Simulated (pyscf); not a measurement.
H₃Si–Si(SiH₃)=Ge(SiH₃)–SiH₃ (SMILES [SiH3][Si]([SiH3])=[Ge]([SiH3])[SiH3]) + H₃Si–SiH₃ (SMILES [SiH3][SiH3]) → H₃Si–SiH₂–Ge(SiH₃)(SiH₃)–SiH(SiH₃)–SiH₃ (SMILES [SiH3][SiH2][Ge]([SiH3])([SiH3])[SiH]([SiH3])[SiH3]), gas phase, singlet surface. Structures and frequencies: ωB97X-D3(BJ)/def2-SVP in PySCF. ΔG in kcal/mol from ωB97M-D3(BJ)/def2-TZVP energies (ideal gas, 1 atm, RRHO with modes under 100 cm⁻¹ raised to 100, one conformer, R ln 2 for chiral ones without a mode under 150 cm⁻¹).

```json
[
 {"T (K)": "298", "ΔG": "-30.3"},
 {"T (K)": "600", "ΔG": "-18.3"},
 {"T (K)": "900", "ΔG": "?"},
 {"T (K)": "1200", "ΔG": "+3.8"}
]
```

Q: Fit a line to the three values, predict ΔG at 900 K, and estimate where the reaction turns unfavourable at 1 atm of each gas.

A: Least squares gives ΔG = -41.3 + 37.7 × T/1000 K, so ΔS is about -158 J/(mol K) and ΔH about -41.3 kcal/mol over this range (ΔH at 298 K: -42.6). At 900 K the line gives -7.4; the computed value is -7.1. ΔG = 0 falls near 1100 K; 1 kcal/mol in the energy moves that by 27 K. This is thermodynamics alone and says nothing of the barrier. Elements up to Kr have no core potential and no relativistic terms here.
